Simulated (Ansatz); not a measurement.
A made-up structure of CH2BSi, doublet:

```xyz
5
angstrom
B 0.5681 1.4878 -0.2515
C -0.0381 -0.0647 0.0093
Si -0.9339 -1.0860 0.1233
H -1.8074 -2.1973 0.2590
H 1.7053 1.6249 -0.1487
```

It is relaxed with PBE-D4/def2-SVP and then PBE0-D4/def2-TZVP (Ansatz 0.2.0). Atoms count as bonded within 1.22 times the sum of their covalent radii (H–H: 0.88 Å). The end point is not checked to be a true minimum.

(1) Does its bonding change? (Judge from chemistry; the calculation decides.)

Results:

(1) The calculation gives: No: no bond forms or breaks.

Where it ends: The first stage lowers the energy by 5.32 eV in 11 steps. It ends as CH₂BSi ([BH][C][SiH]):
```
atom    x (Å)    y (Å)    z (Å)
  B1   0.8457   1.0278  -0.1211
  C2  -0.0440   0.0015  -0.0054
 Si3  -1.5114  -0.8309   0.0018
  H4  -1.4551  -2.3040   0.3226
  H5   1.6588   1.8704  -0.2065
```

Labels in which every atom is bracketed show which atoms are joined, not bond orders.

For scale, one of the runs: PBE0-D4/def2-TZVP relaxation, 111 basis functions, launched by `ansatz run in.yaml --threads 2 --pin off --events-out ev --progress --plain --max-ram 4352MiB`. Hardware: 2 CPU threads of an AMD EPYC 7B13, shared host. Wall time about 16 s.
